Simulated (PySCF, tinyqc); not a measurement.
Inside a calculation. Method: CISD on RHF in the sto-3g basis, frozen core, for HF, spin multiplicity 1. The lowest restricted solution is unstable here: a spin-polarised one lies 0.0913 hartree lower (PySCF). One step of it, computed by the program tinyqc.

Problem. CISD: roots. Diagonalise (each vector has its largest component positive (the first on a tie)); all determinants have Ms = 0, so triplets appear too. The lowest singlet root is the correlation energy.

Occupation strings over the orbitals (2 doubly, a alpha, b beta, 0 empty; spin orbitals ordered 1a 1b 2a 2b ...): 222220 2222ab 2a222b 2222ba 2b222a 222202 2a22b2 222022 220222 2b22a2 202222

H - E(HF) between determinants (hartree), lower triangle:
```
           222220     2222ab     2a222b     2222ba     2b222a     222202     2a22b2     222022
222220   0.000000
2222ab   0.000000   0.233090
2a222b   0.000000  -0.009094   1.075281
2222ba   0.000000  -0.274832  -0.018406   0.233090
2b222a   0.000000  -0.018406  -0.091753  -0.009094   1.075281
222202   0.274832   0.044567  -0.053402  -0.044567   0.053402   0.487041
2a22b2  -0.018406   0.053402  -0.254428  -0.020412   0.091138   0.038544   1.358689
222022   0.027251   0.025518   0.016178  -0.025518  -0.016178   0.029774   0.015418   0.625079
220222   0.027251   0.025518   0.016178  -0.025518  -0.016178   0.029774   0.015418   0.053770
2b22a2   0.018406  -0.020412   0.091138   0.053402  -0.254428  -0.038544  -0.114069  -0.015418
202222   0.091753   0.091138   0.010813  -0.091138  -0.010813   0.114069   0.074741   0.193366

           220222     2b22a2    202222
220222   0.625079
2b22a2  -0.015418   1.358689
202222   0.193366  -0.074741  2.461506
```

Give: lowest roots of this matrix, relative to E(HF); lowest vectors; <S^2> of these roots; weight of the ground state by excitation level 0, 1, 2, ....

Solution.

lowest roots of this matrix, relative to E(HF) (hartree): -0.127  -0.043  0.473  0.571  0.578  0.669  0.905  0.950

lowest vectors:
```
        root 1  root 2  root 3  root 4
222220   0.910   0.000  -0.182   0.000
2222ab   0.030   0.707   0.653   0.000
2a222b  -0.012   0.016  -0.057   0.000
2222ba  -0.030   0.707  -0.653   0.000
2b222a   0.012   0.016   0.057   0.000
222202  -0.411   0.000  -0.304   0.000
2a22b2   0.017  -0.016  -0.056   0.000
222022  -0.014   0.000  -0.060   0.707
220222  -0.014   0.000  -0.060  -0.707
2b22a2  -0.017  -0.016   0.056   0.000
202222  -0.015   0.000  -0.018   0.000
```

<S^2> of these roots: 0.000  2.000  0.000  0.000  0.000  0.000  2.000  0.000

weight of the ground state by excitation level 0, 1, 2, ...: 0.827  0.002  0.170

With one virtual orbital singles and doubles already span the full space. The reference has a weight of only 0.83: one determinant is a poor start here. A root of higher spin lies below E(HF).
